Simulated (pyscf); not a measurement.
HO–P(OH)–OH + silane (SiH₄) → HO–P(OH)–O–SiH₃ + hydrogen (H₂) (four-centre exchange; singlet surface; H–O, H–Si broken, O–Si, H–H formed). Optimised with ωB97X-D3(BJ)/def2-SVP in PySCF. Energies in kcal/mol from the separated reactants.

| level | barrier | reaction energy |
|---|---|---|
| PBE/def2-TZVP | 36.1 | -14.0 |
| r²SCAN/def2-TZVP | 36.5 | -17.4 |
| PBE0-D3(BJ)/def2-TZVP | ? | ? |
| M06-2X/def2-TZVP | 39.9 | -20.5 |
| ωB97M-D3(BJ)/def2-TZVP | 39.9 | -17.2 |
| HF/def2-TZVP | ? | -15.2 |

**Question.** What belongs in the gaps?

**Answer.** 
- PBE0-D3(BJ)/def2-TZVP, barrier: 37.3
- PBE0-D3(BJ)/def2-TZVP, reaction energy: -15.6
- HF/def2-TZVP, barrier: 59.5

The functionals in the table span 3.8 kcal/mol in this barrier, from PBE to ωB97M-D3(BJ). This is the saddle that the search found; another between the same sides may lie lower.
